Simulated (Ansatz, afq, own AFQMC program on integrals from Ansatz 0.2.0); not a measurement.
AFQMC on a folder of integrals that Ansatz 0.2.0 wrote.

```yaml
crystal:
  periodic: [false, false, false]
  atoms:
    - {symbol: B, position_ang: [0.036802, 0.111089, 1.311444]}
    - {symbol: P, position_ang: [-0.018222, -0.001649, -0.561729]}
    - {symbol: H, position_ang: [-0.334069, 1.110785, 1.855321]}
    - {symbol: H, position_ang: [0.337287, -0.838616, 1.972727]}
    - {symbol: H, position_ang: [0.162026, -1.413019, -0.632584]}
basis:
  gaussian: {orbitals: cc-pVDZ}
magnetization: {spin_polarized: true, initial_magnetization: 1}
correlation: {method: ccsd_t, electrons: outside_noble_gas, hamiltonian_folder: ham}
```

```sh
$ ansatz run in.yaml --threads 1 --pin off --events-out ev --progress --plain --max-ram 1382MiB
```

afq runs on the folder ham with

```
--method phaseless --trial hf --walkers 120 --populations 1 --least-time 40 --time-step 0.005 --steps-per-block 20 --equilibration-blocks 160 --max-blocks 600 --target-error 0.002400 --factor-cut 1e-05 --start spin_pure --seed 4380 --taylor-order 6
```

Times are imaginary, in 1/Eh. The walk had a cap of 1706 s.

afq prints:

```
orbitals 41  electrons 6 5  factors 323 of 453
reference energy -367.12108091 Eh
CCSD correlation -0.22313788 Eh in 16 cycles, weight of the determinant in the CISD state 0.8809
energy of the start -367.121219 Eh
 block  time / (1/Eh)  mean weight  energy / Eh
     1     0.100  1.0016  -367.163484
     2     0.200  1.0003  -367.190523
     3     0.300  1.0005  -367.218326
     4     0.400  1.0012  -367.235711
     5     0.500  1.0016  -367.257669
     7     0.700  1.0000  -367.285106
     9     0.900  1.0008  -367.306485
    15     1.500  1.0016  -367.328005
    43     4.300  1.0020  -367.344746
    71     7.100  1.0004  -367.354829
    99     9.900  1.0000  -367.341198
   127    12.700  0.9982  -367.359646
   155    15.500  0.9968  -367.343377
   183    18.300  1.0017  -367.355831
   211    21.100  0.9997  -367.359451
   225    22.500  1.0014  -367.318559
   239    23.900  1.0001  -367.358557
   267    26.700  1.0002  -367.328328
   295    29.500  0.9977  -367.357799
   323    32.300  1.0008  -367.361258
   351    35.100  1.0008  -367.345659
   379    37.900  0.9986  -367.365186
   407    40.700  0.9981  -367.340399
   435    43.500  1.0023  -367.348459
   463    46.300  1.0001  -367.367619
   491    49.100  1.0006  -367.383659
   519    51.900  0.9997  -367.343365
   547    54.700  0.9986  -367.399942
blocks merged  error / Eh  count
     1  0.000999  400
     2  0.001291  200
     4  0.001693  100
     8  0.002020  50
    16  0.002253  25
    32  0.003096  12
energy -367.351747 +/- 0.002253 Eh
(rows thinned)
```

The run passed its tests (sampling time, drift between the halves within three errors, error under three times the target), which doesn't prove that it has relaxed.

Against this walk (error 61.3 meV) on the same determinant: CCSD(T) 46.2 meV higher (within the noise), CCSDT(Q) 9.4 meV higher (within the noise), a separate phaseless walk with a CISD trial and standard settings 14.9 ± 61.9 meV higher (within the noise). The error is statistical and leaves out the bias of the constraint.

Cautions: constraint bias not in the error.

The walk took 2.6 min on 1 thread of Intel(R) Xeon(R) 6975P-C (Granite Rapids), with other jobs on the host. The log's last line is the phaseless energy.

CCSDT and higher add their correlation energy to the determinant of the CCSD(T) run, since their own runs factorise the integrals more tightly (a shift of under 2 meV).
